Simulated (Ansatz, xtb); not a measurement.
Two isomers of BH7NSi−

Structure a is `[BH3-][SiH2]N`, a singlet and structure b is `[BH3-]N[SiH3]`, a singlet. Both are isolated ions in the gas phase, relaxed with PBE0-D3(BJ)/def2-SVPD; the shapes shown needn't be the lowest conformers.

a (Å):

```xyz
10

B    -1.2857    0.8292   -1.0132
N    -0.0861   -1.0967    1.1716
Si   -0.9811    0.4421    0.9251
H    -1.8614    1.9177   -1.1289
H    -0.1668    0.8741   -1.5475
H    -1.9640   -0.0830   -1.4998
H    -2.1938    0.2856    1.8354
H    -0.2083    1.5126    1.7038
H     0.5248   -1.3237    0.3943
H     0.4210   -1.2268    2.0396
```

b (Å):

```yaml
atoms:
  - { symbol: B, position_ang: [-1.4483, 1.0296, -0.7170] }
  - { symbol: N, position_ang: [-1.2284, 0.5187, 0.7423] }
  - { symbol: Si, position_ang: [-0.0609, -0.6646, 1.0713] }
  - { symbol: H, position_ang: [-0.8688, 0.2311, -1.4842] }
  - { symbol: H, position_ang: [-2.6606, 1.0627, -1.0180] }
  - { symbol: H, position_ang: [-0.9587, 2.1671, -0.8981] }
  - { symbol: H, position_ang: [-1.5643, 1.0917, 1.5044] }
  - { symbol: H, position_ang: [-0.3359, -1.9973, 0.4213] }
  - { symbol: H, position_ang: [1.3704, -0.3638, 0.6704] }
  - { symbol: H, position_ang: [0.0149, -0.9419, 2.5599] }
```

Problem. Estimate E(b) − E(a) at the level CCSD(T)/def2-SVPD + ΔMP2/def2-TZVPPD.

Solution. Too close to call at this level: CCSD(T)/def2-SVPD + ΔMP2/def2-TZVPPD gives E(b) − E(a) = −0.066 eV.

The same difference at several levels:

```tsv
level	geometry	E(b) − E(a) (eV)	departure from the last row (eV)	job, with rough time for the two
GFN2-xTB	GFN2-xTB	−0.983	−0.917	optimisation, 0.19 s
HF/STO-3G	GFN2-xTB	+0.004	+0.071	single point, 0.32 s
r2SCAN-D4/def2-SVPD	GFN2-xTB	+0.009	+0.076	single point, 6.2 s
PBE0-D3(BJ)/def2-SVPD	PBE0-D3(BJ)/def2-SVPD	+0.062	+0.128	optimisation, 71 s
HF/def2-SVPD	PBE0-D3(BJ)/def2-SVPD	−0.195	−0.129	part of the CCSD(T) run
MP2/def2-SVPD	PBE0-D3(BJ)/def2-SVPD	−0.098	−0.031	part of the CCSD(T) run
CCSD(T)/def2-SVPD	PBE0-D3(BJ)/def2-SVPD	−0.076	−0.010	single point
CCSD(T)/def2-SVPD + ΔMP2/def2-TZVPPD	PBE0-D3(BJ)/def2-SVPD	−0.066		single point, 42 s
```

As drawn, b has 1 B–N, 1 Si–H in place of 1 B–Si, 1 N–H.

PBE0-D3(BJ)/def2-SVPD puts the two in the other order. HF/STO-3G, r2SCAN-D4/def2-SVPD find them nearly level. The largest departure from CCSD(T)/def2-SVPD + ΔMP2/def2-TZVPPD is that of GFN2-xTB, 0.917 eV. The last row adds to CCSD(T) the change of the MP2 difference between the two basis sets, here +0.010 eV.

With harmonic frequencies from PBE0-D3(BJ)/def2-SVPD (ideal gas, rigid rotor, one conformer each, 298.15 K, 1 atm): on the last row, ΔE + ΔZPE = −0.106, ΔH = −0.112, ΔG = −0.114 eV.

The correlated steps freeze 7 core orbitals. Programs: Ansatz 0.2.0, xtb 6.7.1; the last row on 2 threads of Arm Neoverse N1 on a shared host.
